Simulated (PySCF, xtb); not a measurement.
ethanethiol (C2H6S), SMILES CCS. Atoms are numbered in the order given.

```xyz
9

C     -1.4424     0.7545    -0.3609
C     -0.4922    -0.4271    -0.4898
S      1.0222    -0.2517     0.4912
H     -2.3551     0.5787    -0.9380
H     -0.9769     1.6698    -0.7352
H     -1.7153     0.9187     0.6833
H     -0.9577    -1.3403    -0.1117
H     -0.2253    -0.6107    -1.5319
H      1.4828     0.8466    -0.1214
```
Charge 0, spin multiplicity 1.

Geometry: ωB97X-D3(BJ)/def2-TZVP. One conformer was computed; it need not be the lowest.

Computed with C-PCM-ωB97X/def2-SVP (PySCF).

The values are the electrostatic part of the solvation free energy, E(continuum) − E(gas) at the gas-phase geometry, in a cavity of scaled van der Waals radii (PySCF's table); cavitation and dispersion terms are not included. In vacuum the orbital gap is 12.34 eV. The dipole moment in vacuum is 1.65 D.

```
solvent         ε  ΔG(elec) (kcal/mol)  dipole (D)  gap (eV)
----------  -----  -------------------  ----------  --------
water       78.36                 -3.0        2.12     12.66
2-propanol  19.26                 -2.8        2.10     12.65
benzene      2.27                 -1.6        1.89     12.51
```

For comparison, GFN2-xTB/ALPB(water) (xtb, at the GFN2-xTB geometry, all terms of that model) gives -0.6 kcal/mol.
